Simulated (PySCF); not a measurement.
**Magnesium: a sound run and one with changed settings**

Sound run: Mg [Ne] 3s2, Mg⁺ [Ne] 3s1. Calculation: PySCF 2.14, in aug-cc-pVDZ-DK (5s4p2d, 27 functions); the spin-free X2C one-electron Hamiltonian (Gaussian nucleus). The sound run starts from symmetry-adapted Hartree-Fock orbitals and uses a fine grid where one is needed.

Changed run: radial step 0.8 in ln r (0.13 in the sound run). This setting is unsound on purpose.

```tsv
species	method	sound run (hartree)	changed run (hartree)	converged
Mg	UHF	-199.91423	-199.91423	yes
Mg	BP86	-200.39315	-200.43783	yes
Mg	TPSS	-200.39017	-200.50927	yes
Mg⁺	UHF	-199.67045	-199.67045	yes
Mg⁺	BP86	-200.10832	-200.14599	yes
Mg⁺	TPSS	-200.11130	-200.22200	yes
```

Ionisation energy of Mg:

| method | sound run (eV) | changed run (eV) |
| --- | --- | --- |
| UHF | 6.634 | 6.634 |
| BP86 | 7.751 | 7.941 |
| TPSS | 7.588 | 7.817 |

A coarse radial grid mis-integrates the density and the exchange-correlation energy, with errors of either sign; Hartree-Fock needs no grid.

For comparison, NIST gives 7.646 eV between the lowest levels.
